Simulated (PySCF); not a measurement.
# Functional benchmark on one molecule

Molecule: (CH3)2PPF2 (SMILES FP(P(C)C)F).

Mapped SMILES: `[CH3:1][P:2]([CH3:3])[P:4]([F:5])[F:6]`; H(Xn) means a hydrogen on atom n.

Geometry PBE0-D3(BJ)/def2-SVP throughout; GIAO in PySCF 2.14, gas phase, one conformer, non-relativistic; equivalent atoms averaged; basis pcSseg-1.

Reference values (measured; solution; George Maxwell Hunter, The Preparation and Properties of Some Difluorophosphites, PhD thesis, University of Edinburgh, 1981): δ(P4) = 294.0 ppm vs 85 % H3PO4, δ(P2) = -54.0 ppm vs 85 % H3PO4. Computed shifts are taken against H3PO4, calculated as an isolated molecule at each level.

How do the functionals KT2, KT3, B97-D, B3LYP, PBE0, mPW1PW91 perform against the reference? Times are CPU seconds on 1 thread of an Arm Neoverse V1, shared host; the GGAs took longer than the global hybrids here, which isn't the general rule, and the cause wasn't traced.

## Answers


```
functional           kind     P4     P2  mean abs. error P  core-s
       KT2            GGA  325.9  -60.4               19.1      18
       KT3            GGA  318.8  -54.6               12.7      19
     B97-D            GGA  335.1  -46.3               24.4      18
     B3LYP  global hybrid  336.1  -53.4               21.4      12
      PBE0  global hybrid  322.4  -70.1               22.2      11
  mPW1PW91  global hybrid  324.6  -67.4               22.0      11
```

For ³¹P the closest is KT3 (12.7 ppm) and the furthest B97-D (24.4 ppm). One molecule is a small sample, and vibrational and solvent effects are absent from the calculation.
